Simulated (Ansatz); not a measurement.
A short molecular-dynamics run on H₅PSi, SMILES `[SiH3]P`.

```yaml
crystal:
  periodic: [false, false, false]
  atoms:
    - {symbol: Si, position_ang: [-0.627404, -0.356877, -0.386771]}
    - {symbol: P, position_ang: [1.087808, -0.011900, 1.035901]}
    - {symbol: H, position_ang: [-1.847481, -0.619121, 0.420186]}
    - {symbol: H, position_ang: [-0.316451, -1.563284, -1.196972]}
    - {symbol: H, position_ang: [-0.890214, 0.784604, -1.302121]}
    - {symbol: H, position_ang: [0.641340, 1.284815, 1.407651]}
    - {symbol: H, position_ang: [1.952392, 0.481765, 0.022116]}
basis:
  gaussian: {orbitals: def2-SVP}
hamiltonian: {xc: {name: revPBE}}
md: {timestep: 0.5 fs, n_steps: 50, ensemble: nvt_nose_hoover, temperature: 300, initial_velocities: maxwell_boltzmann, seed: 148}
```

```sh
$ ansatz run in.yaml --threads 2 --pin off --events-out ev --progress --plain --max-ram 32768MiB --backend cpu
```

```json
{"step": "0", "time (fs)": "0.0", "potential energy (eV)": "-17238.7643", "kinetic (eV)": "0.1939", "T (K)": "300", "conserved (eV)": "-17238.5704"}
{"step": "1", "time (fs)": "0.5", "potential energy (eV)": "-17238.7695", "kinetic (eV)": "0.1990", "T (K)": "308", "conserved (eV)": "-17238.5705"}
{"step": "2", "time (fs)": "1.0", "potential energy (eV)": "-17238.7689", "kinetic (eV)": "0.1984", "T (K)": "307", "conserved (eV)": "-17238.5705"}
{"step": "3", "time (fs)": "1.5", "potential energy (eV)": "-17238.7625", "kinetic (eV)": "0.1921", "T (K)": "297", "conserved (eV)": "-17238.5704"}
{"step": "4", "time (fs)": "2.0", "potential energy (eV)": "-17238.7509", "kinetic (eV)": "0.1805", "T (K)": "279", "conserved (eV)": "-17238.5704"}
{"step": "5", "time (fs)": "2.5", "potential energy (eV)": "-17238.7353", "kinetic (eV)": "0.1650", "T (K)": "255", "conserved (eV)": "-17238.5703"}
{"step": "6", "time (fs)": "3.0", "potential energy (eV)": "-17238.7172", "kinetic (eV)": "0.1470", "T (K)": "227", "conserved (eV)": "-17238.5702"}
{"step": "7", "time (fs)": "3.5", "potential energy (eV)": "-17238.6982", "kinetic (eV)": "0.1281", "T (K)": "198", "conserved (eV)": "-17238.5701"}
{"step": "8", "time (fs)": "4.0", "potential energy (eV)": "-17238.6799", "kinetic (eV)": "0.1099", "T (K)": "170", "conserved (eV)": "-17238.5700"}
{"step": "9", "time (fs)": "4.5", "potential energy (eV)": "-17238.6635", "kinetic (eV)": "0.0937", "T (K)": "145", "conserved (eV)": "-17238.5699"}
{"step": "10", "time (fs)": "5.0", "potential energy (eV)": "-17238.6503", "kinetic (eV)": "0.0804", "T (K)": "124", "conserved (eV)": "-17238.5699"}
{"step": "11", "time (fs)": "5.5", "potential energy (eV)": "-17238.6407", "kinetic (eV)": "0.0709", "T (K)": "110", "conserved (eV)": "-17238.5698"}
{"step": "12", "time (fs)": "6.0", "potential energy (eV)": "-17238.6352", "kinetic (eV)": "0.0653", "T (K)": "101", "conserved (eV)": "-17238.5699"}
{"step": "13", "time (fs)": "6.5", "potential energy (eV)": "-17238.6334", "kinetic (eV)": "0.0635", "T (K)": "98", "conserved (eV)": "-17238.5699"}
{"step": "14", "time (fs)": "7.0", "potential energy (eV)": "-17238.6347", "kinetic (eV)": "0.0648", "T (K)": "100", "conserved (eV)": "-17238.5700"}
{"step": "15", "time (fs)": "7.5", "potential energy (eV)": "-17238.6382", "kinetic (eV)": "0.0682", "T (K)": "106", "conserved (eV)": "-17238.5700"}
{"step": "16", "time (fs)": "8.0", "potential energy (eV)": "-17238.6424", "kinetic (eV)": "0.0724", "T (K)": "112", "conserved (eV)": "-17238.5701"}
{"step": "17", "time (fs)": "8.5", "potential energy (eV)": "-17238.6460", "kinetic (eV)": "0.0759", "T (K)": "117", "conserved (eV)": "-17238.5702"}
{"step": "18", "time (fs)": "9.0", "potential energy (eV)": "-17238.6476", "kinetic (eV)": "0.0774", "T (K)": "120", "conserved (eV)": "-17238.5703"}
{"step": "19", "time (fs)": "9.5", "potential energy (eV)": "-17238.6461", "kinetic (eV)": "0.0760", "T (K)": "118", "conserved (eV)": "-17238.5703"}
{"step": "20", "time (fs)": "10.0", "potential energy (eV)": "-17238.6414", "kinetic (eV)": "0.0713", "T (K)": "110", "conserved (eV)": "-17238.5703"}
{"step": "21", "time (fs)": "10.5", "potential energy (eV)": "-17238.6339", "kinetic (eV)": "0.0640", "T (K)": "99", "conserved (eV)": "-17238.5702"}
{"step": "22", "time (fs)": "11.0", "potential energy (eV)": "-17238.6250", "kinetic (eV)": "0.0551", "T (K)": "85", "conserved (eV)": "-17238.5701"}
{"step": "23", "time (fs)": "11.5", "potential energy (eV)": "-17238.6165", "kinetic (eV)": "0.0468", "T (K)": "72", "conserved (eV)": "-17238.5700"}
{"step": "24", "time (fs)": "12.0", "potential energy (eV)": "-17238.6107", "kinetic (eV)": "0.0412", "T (K)": "64", "conserved (eV)": "-17238.5698"}
{"step": "25", "time (fs)": "12.5", "potential energy (eV)": "-17238.6096", "kinetic (eV)": "0.0402", "T (K)": "62", "conserved (eV)": "-17238.5697"}
{"step": "26", "time (fs)": "13.0", "potential energy (eV)": "-17238.6145", "kinetic (eV)": "0.0451", "T (K)": "70", "conserved (eV)": "-17238.5697"}
{"step": "27", "time (fs)": "13.5", "potential energy (eV)": "-17238.6256", "kinetic (eV)": "0.0562", "T (K)": "87", "conserved (eV)": "-17238.5698"}
{"step": "28", "time (fs)": "14.0", "potential energy (eV)": "-17238.6420", "kinetic (eV)": "0.0726", "T (K)": "112", "conserved (eV)": "-17238.5699"}
{"step": "29", "time (fs)": "14.5", "potential energy (eV)": "-17238.6619", "kinetic (eV)": "0.0923", "T (K)": "143", "conserved (eV)": "-17238.5701"}
{"step": "30", "time (fs)": "15.0", "potential energy (eV)": "-17238.6829", "kinetic (eV)": "0.1132", "T (K)": "175", "conserved (eV)": "-17238.5702"}
{"step": "31", "time (fs)": "15.5", "potential energy (eV)": "-17238.7025", "kinetic (eV)": "0.1329", "T (K)": "206", "conserved (eV)": "-17238.5703"}
{"step": "32", "time (fs)": "16.0", "potential energy (eV)": "-17238.7188", "kinetic (eV)": "0.1492", "T (K)": "231", "conserved (eV)": "-17238.5704"}
{"step": "33", "time (fs)": "16.5", "potential energy (eV)": "-17238.7304", "kinetic (eV)": "0.1609", "T (K)": "249", "conserved (eV)": "-17238.5705"}
{"step": "34", "time (fs)": "17.0", "potential energy (eV)": "-17238.7366", "kinetic (eV)": "0.1672", "T (K)": "259", "conserved (eV)": "-17238.5704"}
{"step": "35", "time (fs)": "17.5", "potential energy (eV)": "-17238.7376", "kinetic (eV)": "0.1684", "T (K)": "261", "conserved (eV)": "-17238.5704"}
{"step": "36", "time (fs)": "18.0", "potential energy (eV)": "-17238.7341", "kinetic (eV)": "0.1651", "T (K)": "256", "conserved (eV)": "-17238.5703"}
{"step": "37", "time (fs)": "18.5", "potential energy (eV)": "-17238.7273", "kinetic (eV)": "0.1585", "T (K)": "245", "conserved (eV)": "-17238.5702"}
{"step": "38", "time (fs)": "19.0", "potential energy (eV)": "-17238.7185", "kinetic (eV)": "0.1500", "T (K)": "232", "conserved (eV)": "-17238.5701"}
{"step": "39", "time (fs)": "19.5", "potential energy (eV)": "-17238.7094", "kinetic (eV)": "0.1411", "T (K)": "218", "conserved (eV)": "-17238.5700"}
{"step": "40", "time (fs)": "20.0", "potential energy (eV)": "-17238.7014", "kinetic (eV)": "0.1332", "T (K)": "206", "conserved (eV)": "-17238.5700"}
{"step": "41", "time (fs)": "20.5", "potential energy (eV)": "-17238.6956", "kinetic (eV)": "0.1276", "T (K)": "198", "conserved (eV)": "-17238.5699"}
{"step": "42", "time (fs)": "21.0", "potential energy (eV)": "-17238.6929", "kinetic (eV)": "0.1251", "T (K)": "194", "conserved (eV)": "-17238.5699"}
{"step": "43", "time (fs)": "21.5", "potential energy (eV)": "-17238.6937", "kinetic (eV)": "0.1260", "T (K)": "195", "conserved (eV)": "-17238.5699"}
{"step": "44", "time (fs)": "22.0", "potential energy (eV)": "-17238.6976", "kinetic (eV)": "0.1300", "T (K)": "201", "conserved (eV)": "-17238.5699"}
{"step": "45", "time (fs)": "22.5", "potential energy (eV)": "-17238.7039", "kinetic (eV)": "0.1364", "T (K)": "211", "conserved (eV)": "-17238.5700"}
{"step": "46", "time (fs)": "23.0", "potential energy (eV)": "-17238.7114", "kinetic (eV)": "0.1439", "T (K)": "223", "conserved (eV)": "-17238.5701"}
{"step": "47", "time (fs)": "23.5", "potential energy (eV)": "-17238.7185", "kinetic (eV)": "0.1510", "T (K)": "234", "conserved (eV)": "-17238.5702"}
{"step": "48", "time (fs)": "24.0", "potential energy (eV)": "-17238.7235", "kinetic (eV)": "0.1560", "T (K)": "241", "conserved (eV)": "-17238.5703"}
{"step": "49", "time (fs)": "24.5", "potential energy (eV)": "-17238.7247", "kinetic (eV)": "0.1574", "T (K)": "243", "conserved (eV)": "-17238.5704"}
{"step": "50", "time (fs)": "25.0", "potential energy (eV)": "-17238.7213", "kinetic (eV)": "0.1540", "T (K)": "238", "conserved (eV)": "-17238.5704"}
```

Velocities are drawn at the set temperature; a run this short doesn't reach equilibrium.

Frames (Å, forces in eV/Å):

```xyz
7
time=0.0 fs
Si   -0.627   -0.357   -0.387   -0.029    0.015   -0.037
P     1.088   -0.012    1.036    0.203   -0.497    0.481
H    -1.847   -0.619    0.420   -0.290   -0.065    0.181
H    -0.316   -1.563   -1.197    0.063   -0.283   -0.193
H    -0.890    0.785   -1.302   -0.085    0.270   -0.238
H     0.641    1.285    1.408   -0.126    0.399    0.109
H     1.952    0.482    0.022    0.264    0.160   -0.303
7
time=1.0 fs
Si   -0.626   -0.357   -0.384   -0.340    0.153   -0.382
P     1.088   -0.013    1.035   -0.036   -0.251    0.730
H    -1.877   -0.611    0.407   -0.027   -0.060    0.079
H    -0.302   -1.561   -1.209    0.000   -0.164   -0.084
H    -0.910    0.795   -1.321    0.044   -0.039    0.040
H     0.620    1.296    1.389   -0.010    0.148    0.078
H     1.951    0.481    0.032    0.369    0.213   -0.461
7
time=2.0 fs
Si   -0.624   -0.356   -0.381   -0.644    0.230   -0.714
P     1.089   -0.014    1.034   -0.203    0.051    0.883
H    -1.906   -0.603    0.394    0.241   -0.054   -0.017
H    -0.288   -1.561   -1.221   -0.069   -0.027    0.039
H    -0.930    0.805   -1.340    0.166   -0.304    0.286
H     0.598    1.308    1.371    0.116   -0.118    0.047
H     1.953    0.482    0.038    0.393    0.223   -0.525
7
time=3.0 fs
Si   -0.623   -0.356   -0.378   -0.900    0.251   -1.005
P     1.089   -0.016    1.033   -0.267    0.362    0.912
H    -1.933   -0.596    0.381    0.474   -0.055   -0.087
H    -0.274   -1.561   -1.234   -0.135    0.101    0.157
H    -0.948    0.813   -1.357    0.271   -0.493    0.474
H     0.578    1.319    1.354    0.234   -0.347    0.028
H     1.959    0.485    0.039    0.323    0.181   -0.479
7
time=4.0 fs
Si   -0.622   -0.356   -0.375   -1.084    0.227   -1.239
P     1.089   -0.017    1.033   -0.228    0.643    0.829
H    -1.956   -0.589    0.367    0.647   -0.064   -0.120
H    -0.262   -1.560   -1.244   -0.192    0.199    0.253
H    -0.963    0.815   -1.368    0.352   -0.597    0.593
H     0.560    1.327    1.337    0.326   -0.505    0.029
H     1.969    0.490    0.035    0.177    0.096   -0.345
7
time=5.0 fs
Si   -0.621   -0.355   -0.373   -1.181    0.173   -1.404
P     1.089   -0.018    1.033   -0.116    0.858    0.672
H    -1.973   -0.583    0.352    0.745   -0.083   -0.112
H    -0.251   -1.557   -1.253   -0.233    0.254    0.318
H    -0.975    0.812   -1.374    0.407   -0.615    0.640
H     0.545    1.330    1.320    0.386   -0.576    0.049
H     1.979    0.496    0.028   -0.008   -0.011   -0.163
7
time=6.0 fs
Si   -0.621   -0.354   -0.372   -1.185    0.096   -1.491
P     1.089   -0.018    1.033    0.034    0.978    0.486
H    -1.982   -0.578    0.336    0.761   -0.110   -0.064
H    -0.243   -1.552   -1.258   -0.256    0.260    0.346
H    -0.983    0.804   -1.374    0.432   -0.549    0.614
H     0.533    1.328    1.303    0.408   -0.555    0.086
H     1.990    0.502    0.020   -0.193   -0.119    0.024
7
time=7.0 fs
Si   -0.621   -0.354   -0.371   -1.095   -0.003   -1.494
P     1.090   -0.019    1.033    0.189    0.987    0.306
H    -1.984   -0.574    0.319    0.693   -0.146    0.021
H    -0.237   -1.544   -1.260   -0.260    0.216    0.333
H    -0.987    0.790   -1.369    0.427   -0.402    0.516
H     0.526    1.320    1.288    0.390   -0.444    0.139
H     1.999    0.507    0.012   -0.345   -0.208    0.179
7
time=8.0 fs
Si   -0.622   -0.353   -0.370   -0.913   -0.125   -1.407
P     1.090   -0.019    1.034    0.328    0.883    0.159
H    -1.980   -0.571    0.303    0.547   -0.189    0.136
H    -0.234   -1.535   -1.259   -0.243    0.125    0.282
H    -0.987    0.772   -1.358    0.390   -0.175    0.345
H     0.522    1.308    1.273    0.335   -0.252    0.202
H     2.004    0.509    0.005   -0.444   -0.268    0.282
7
time=9.0 fs
Si   -0.623   -0.353   -0.370   -0.652   -0.267   -1.236
P     1.090   -0.019    1.034    0.436    0.678    0.059
H    -1.970   -0.570    0.288    0.333   -0.236    0.274
H    -0.233   -1.524   -1.255   -0.208   -0.005    0.196
H    -0.984    0.752   -1.344    0.323    0.120    0.112
H     0.521    1.294    1.261    0.249    0.002    0.271
H     2.006    0.509    0.001   -0.481   -0.292    0.323
7
time=10.0 fs
Si   -0.624   -0.352   -0.371   -0.342   -0.416   -1.000
P     1.091   -0.018    1.034    0.496    0.404    0.018
H    -1.958   -0.572    0.275    0.078   -0.281    0.419
H    -0.234   -1.513   -1.250   -0.159   -0.158    0.087
H    -0.977    0.734   -1.329    0.234    0.450   -0.158
H     0.523    1.280    1.251    0.145    0.281    0.336
H     2.002    0.507    0.000   -0.453   -0.280    0.298
7
time=11.0 fs
Si   -0.625   -0.352   -0.371   -0.035   -0.545   -0.742
P     1.091   -0.018    1.035    0.490    0.117    0.045
H    -1.944   -0.576    0.267   -0.176   -0.317    0.548
H    -0.236   -1.503   -1.243   -0.103   -0.314   -0.031
H    -0.968    0.720   -1.315    0.140    0.761   -0.416
H     0.526    1.268    1.245    0.048    0.531    0.388
H     1.995    0.501    0.002   -0.363   -0.232    0.209
7
time=12.0 fs
Si   -0.626   -0.352   -0.372    0.201   -0.614   -0.522
P     1.092   -0.017    1.035    0.399   -0.122    0.141
H    -1.932   -0.583    0.264   -0.375   -0.334    0.636
H    -0.239   -1.497   -1.237   -0.052   -0.444   -0.137
H    -0.957    0.713   -1.306    0.062    0.976   -0.597
H     0.530    1.262    1.242   -0.017    0.691    0.417
H     1.984    0.494    0.006   -0.219   -0.153    0.062
7
time=13.0 fs
Si   -0.627   -0.352   -0.374    0.311   -0.592   -0.393
P     1.093   -0.017    1.036    0.223   -0.258    0.298
H    -1.924   -0.593    0.266   -0.470   -0.323    0.659
H    -0.243   -1.495   -1.232   -0.014   -0.520   -0.211
H    -0.946    0.716   -1.302    0.019    1.028   -0.645
H     0.533    1.262    1.243   -0.029    0.717    0.415
H     1.971    0.485    0.010   -0.040   -0.052   -0.123
7
time=14.0 fs
Si   -0.629   -0.352   -0.375    0.274   -0.483   -0.377
P     1.094   -0.016    1.036   -0.011   -0.267    0.486
H    -1.920   -0.606    0.275   -0.439   -0.276    0.603
H    -0.247   -1.498   -1.229    0.003   -0.522   -0.236
H    -0.935    0.728   -1.304    0.014    0.895   -0.542
H     0.537    1.269    1.248    0.015    0.599    0.381
H     1.957    0.476    0.014    0.145    0.055   -0.315
7
time=15.0 fs
Si   -0.629   -0.352   -0.376    0.119   -0.324   -0.450
P     1.095   -0.016    1.037   -0.249   -0.159    0.655
H    -1.920   -0.622    0.290   -0.296   -0.198    0.476
H    -0.251   -1.505   -1.228   -0.003   -0.447   -0.211
H    -0.924    0.748   -1.311    0.035    0.611   -0.322
H     0.540    1.281    1.257    0.099    0.372    0.319
H     1.945    0.467    0.014    0.295    0.145   -0.467
7
time=16.0 fs
Si   -0.630   -0.353   -0.378   -0.095   -0.168   -0.564
P     1.095   -0.016    1.038   -0.427    0.030    0.754
H    -1.923   -0.640    0.310   -0.083   -0.097    0.301
H    -0.255   -1.517   -1.230   -0.028   -0.307   -0.143
H    -0.912    0.775   -1.321    0.060    0.250   -0.051
H     0.544    1.297    1.269    0.198    0.095    0.239
H     1.936    0.459    0.010    0.375    0.198   -0.536
7
time=17.0 fs
Si   -0.631   -0.354   -0.380   -0.305   -0.054   -0.668
P     1.096   -0.015    1.039   -0.503    0.254    0.744
H    -1.927   -0.659    0.332    0.145    0.012    0.108
H    -0.260   -1.532   -1.232   -0.062   -0.129   -0.050
H    -0.899    0.804   -1.332    0.075   -0.112    0.209
H     0.551    1.314    1.283    0.286   -0.173    0.152
H     1.930    0.453    0.001    0.365    0.202   -0.494
7
time=18.0 fs
Si   -0.632   -0.354   -0.382   -0.468    0.007   -0.730
P     1.097   -0.015    1.041   -0.467    0.468    0.624
H    -1.929   -0.677    0.355    0.343    0.119   -0.077
H    -0.265   -1.548   -1.236   -0.096    0.056    0.046
H    -0.886    0.832   -1.341    0.071   -0.421    0.416
H     0.560    1.330    1.299    0.345   -0.390    0.068
H     1.928    0.449   -0.013    0.273    0.161   -0.347
7
time=19.0 fs
Si   -0.634   -0.355   -0.384   -0.563    0.023   -0.736
P     1.097   -0.014    1.042   -0.345    0.630    0.420
H    -1.929   -0.695    0.378    0.482    0.211   -0.232
H    -0.271   -1.564   -1.238   -0.121    0.223    0.128
H    -0.873    0.856   -1.346    0.048   -0.649    0.554
H     0.572    1.341    1.315    0.369   -0.530   -0.004
H     1.928    0.447   -0.030    0.130    0.092   -0.130
7
time=20.0 fs
Si   -0.635   -0.355   -0.387   -0.582    0.007   -0.680
P     1.097   -0.014    1.044   -0.173    0.710    0.178
H    -1.923   -0.710    0.398    0.549    0.283   -0.346
H    -0.278   -1.578   -1.240   -0.132    0.351    0.184
H    -0.859    0.873   -1.346    0.008   -0.786    0.616
H     0.588    1.348    1.331    0.353   -0.580   -0.059
H     1.929    0.446   -0.049   -0.022    0.016    0.108
7
time=21.0 fs
Si   -0.637   -0.356   -0.389   -0.530   -0.029   -0.566
P     1.098   -0.013    1.046    0.013    0.687   -0.064
H    -1.913   -0.723    0.415    0.540    0.331   -0.412
H    -0.286   -1.588   -1.240   -0.126    0.428    0.207
H    -0.844    0.884   -1.339   -0.045   -0.829    0.606
H     0.607    1.349    1.347    0.301   -0.539   -0.094
H     1.931    0.444   -0.066   -0.153   -0.049    0.323
7
time=22.0 fs
Si   -0.639   -0.357   -0.392   -0.410   -0.079   -0.395
P     1.098   -0.011    1.048    0.187    0.554   -0.276
H    -1.897   -0.733    0.429    0.456    0.353   -0.427
H    -0.296   -1.594   -1.237   -0.103    0.449    0.193
H    -0.830    0.886   -1.327   -0.107   -0.775    0.525
H     0.629    1.345    1.361    0.216   -0.409   -0.106
H     1.930    0.443   -0.081   -0.240   -0.094    0.486
7
time=23.0 fs
Si   -0.640   -0.357   -0.395   -0.231   -0.144   -0.172
P     1.098   -0.010    1.049    0.333    0.319   -0.442
H    -1.877   -0.739    0.438    0.304    0.348   -0.388
H    -0.306   -1.596   -1.233   -0.063    0.412    0.143
H    -0.818    0.881   -1.310   -0.177   -0.621    0.374
H     0.653    1.338    1.375    0.108   -0.202   -0.095
H     1.928    0.440   -0.090   -0.274   -0.112    0.579
7
time=24.0 fs
Si   -0.643   -0.358   -0.399   -0.004   -0.226    0.097
P     1.099   -0.009    1.051    0.435    0.007   -0.549
H    -1.854   -0.742    0.443    0.092    0.317   -0.298
H    -0.317   -1.594   -1.228   -0.010    0.320    0.061
H    -0.806    0.871   -1.290   -0.251   -0.370    0.159
H     0.678    1.328    1.388   -0.012    0.054   -0.065
H     1.923    0.436   -0.095   -0.250   -0.103    0.595
7
time=25.0 fs
Si   -0.645   -0.359   -0.402    0.254   -0.323    0.396
P     1.099   -0.007    1.052    0.478   -0.334   -0.584
H    -1.830   -0.743    0.446   -0.161    0.264   -0.167
H    -0.328   -1.589   -1.222    0.053    0.184   -0.046
H    -0.798    0.856   -1.268   -0.324   -0.037   -0.106
H     0.703    1.319    1.400   -0.129    0.314   -0.026
H     1.916    0.432   -0.093   -0.171   -0.067    0.533
```

It took 61 s on 2 threads of a server CPU on a shared host, with 0.32 GiB of host memory at the peak.
